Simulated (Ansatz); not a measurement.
Geometry optimisation, Ansatz 0.2.0, RKS PBE0-D4/cc-pVDZ.

Input file:

```yaml
crystal:
  periodic: [false, false, false]
  atoms:
    - { symbol: B, position_ang: [0.033198, -0.390412, -0.380013] }
    - { symbol: Cl, position_ang: [-0.168235, -0.168799, 2.666514] }
    - { symbol: H, position_ang: [0.949703, 0.380018, -0.532145] }
    - { symbol: C, position_ang: [-1.40794, -0.024613, -0.827404] }
    - { symbol: H, position_ang: [-2.206112, -0.670606, -0.436207] }
    - { symbol: H, position_ang: [-1.675253, 1.037197, -0.695475] }
    - { symbol: H, position_ang: [-1.379893, -0.191131, -1.930444] }
    - { symbol: H, position_ang: [0.300512, -1.497707, 0.003641] }
    - { symbol: H, position_ang: [0.197219, -1.144547, 1.827134] }
basis:
  gaussian: { orbitals: cc-pVDZ }
hamiltonian:
  xc: pbe0
  dispersion: d4
relax:
  f_tol: 0.03
  max_steps: 50
```

Launched with:

```bash
$ ansatz run input.yaml --threads 1 --pin off --max-ram 2048MiB --backend cpu --events-out ev --progress --plain --runs-dir out
```

Where does it end, and by what steps?

The run converged. After 19 steps the energy has fallen by 0.046 eV; H9 moved furthest, 0.68 Å.

```json
{"step": "0", "energy less start (eV)": "0.0000", "largest force component (eV/Å)": "0.772", "accepted": "yes"}
{"step": "1", "energy less start (eV)": "-0.0196", "largest force component (eV/Å)": "0.367", "accepted": "yes"}
{"step": "2", "energy less start (eV)": "-0.0243", "largest force component (eV/Å)": "0.108", "accepted": "yes"}
{"step": "3", "energy less start (eV)": "-0.0258", "largest force component (eV/Å)": "0.111", "accepted": "yes"}
{"step": "4", "energy less start (eV)": "-0.0269", "largest force component (eV/Å)": "0.079", "accepted": "yes"}
{"step": "5", "energy less start (eV)": "-0.0281", "largest force component (eV/Å)": "0.040", "accepted": "yes"}
{"step": "6", "energy less start (eV)": "-0.0285", "largest force component (eV/Å)": "0.051", "accepted": "yes"}
{"step": "7", "energy less start (eV)": "-0.0285", "largest force component (eV/Å)": "0.220", "accepted": "no"}
{"step": "8", "energy less start (eV)": "-0.0290", "largest force component (eV/Å)": "0.036", "accepted": "yes"}
{"step": "9", "energy less start (eV)": "-0.0297", "largest force component (eV/Å)": "0.086", "accepted": "yes"}
{"step": "10", "energy less start (eV)": "-0.0262", "largest force component (eV/Å)": "0.549", "accepted": "no"}
{"step": "11", "energy less start (eV)": "-0.0309", "largest force component (eV/Å)": "0.059", "accepted": "yes"}
{"step": "12", "energy less start (eV)": "-0.0324", "largest force component (eV/Å)": "0.160", "accepted": "yes"}
{"step": "13", "energy less start (eV)": "-0.0332", "largest force component (eV/Å)": "0.443", "accepted": "yes"}
{"step": "14", "energy less start (eV)": "-0.0386", "largest force component (eV/Å)": "0.338", "accepted": "yes"}
{"step": "15", "energy less start (eV)": "-0.0425", "largest force component (eV/Å)": "0.094", "accepted": "yes"}
{"step": "16", "energy less start (eV)": "-0.0428", "largest force component (eV/Å)": "0.158", "accepted": "yes"}
{"step": "17", "energy less start (eV)": "-0.0442", "largest force component (eV/Å)": "0.073", "accepted": "yes"}
{"step": "18", "energy less start (eV)": "-0.0455", "largest force component (eV/Å)": "0.035", "accepted": "yes"}
{"step": "19", "energy less start (eV)": "-0.0458", "largest force component (eV/Å)": "0.011", "accepted": "yes"}
```

```xyz
9
Properties=species:S:1:pos:R:3
B 0.011 -0.400 -0.414
Cl -0.241 -0.146 2.321
H 0.919 0.401 -0.432
C -1.427 0.007 -0.862
H -2.230 -0.644 -0.485
H -1.686 1.062 -0.691
H -1.413 -0.132 -1.965
H 0.291 -1.568 -0.243
H 0.418 -1.249 2.466
```

The run took 57 s on 1 thread of Arm Neoverse V1, with other jobs on the host, peak memory 0.14 GiB.
